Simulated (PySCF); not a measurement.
nitrous oxide anion (N₂O), SMILES [N+](#N)[O-] (connectivity only; charge and spin as stated), charge -1, multiplicity 2. Atoms are numbered in the order given.

```xyz
3

N      0.1773    -1.1734     0.0000
N     -0.3326    -0.1039     0.0000
O      0.1358     1.1177     0.0000
```
Charge -1, spin multiplicity 2.

Geometry: B3LYP-D3(BJ)/def2-TZVPD. The multiplicity is an assumed one; other spin states were not compared.

The numbers are results of B3LYP-D3(BJ)/def2-TZVPD (PySCF 2.14.0), not measurements.

No scaling factor is applied to the harmonic values.

```
mode  ν (cm⁻¹)  IR (km/mol)  moving atoms (share of kinetic energy)
----  --------  -----------  --------------------------------------
1          640          8.3                          N 74 %, O 26 %
2          965        280.8                          O 53 %, N 47 %
3         1698        310.1                                 N 100 %
```
